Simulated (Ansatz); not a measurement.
# AlH$_{2}$⁻, singlet: vertical spin and charge gaps

Geometry (PBE0/def2-TZVPD stationary point for this spin, not checked as a minimum):

```yaml
atoms:
  - { symbol: Al, position_ang: [0.0000, -0.0810, 0.0000] }
  - { symbol: H, position_ang: [0.0000, 1.0848, -1.2329] }
  - { symbol: H, position_ang: [0.0000, 1.0848, 1.2329] }
```

Basis 6-31++G** (Cartesian d functions); Ansatz 0.2.0. Correlated methods freeze the noble-gas cores. R marks a restricted (for open shells ROHF) determinant. Active spaces: valence = (6e, 6o) chosen from the atoms' valence shells.

Gaps are energies of the second state less the first, at fixed atoms, for a selection of the levels run; each method lands on the state that its own search finds for that charge and spin.

The highest occupied Kohn–Sham level of the anion is positive, up to +0.46 eV, so in those functionals the extra electron is held by the basis alone, which enters their differences from the reference.

Question: PBE gives 1.296 eV for removing an electron, to the doublet. Estimate what full CI gives in 6-31++G**.

Answer: Full CI in 6-31++G** gives 1.077 eV, so against it PBE is off by 0.219 eV, of which a good part can be the reference's own basis and frozen-core error.

| level | gap (eV) | error (meV) |
| --- | --- | --- |
| RHF | 0.468 | -609 |
| RCCSD(T) | 1.074 | -3 |
| BCCD(T) | 1.074 | -3 |
| RCCSDT | 1.075 | -2 |
| CASSCF (valence space) | 0.586 | -491 |
| PBE0 | 1.279 | 202 |
| wB97M-V | 1.377 | 300 |
| B2PLYP | 1.192 | 115 |
| RPA-PBE | 1.175 | 98 |

In so small a basis the reference is far from its limit while semilocal and hybrid functionals are nearer theirs (RPA and double hybrids share part of the reference's basis error), so the functionals' errors here hold much of the reference's basis and frozen-core error, which can add to them or hide them.

Full CI is exact within this basis and frozen core; it isn't the basis-set limit.
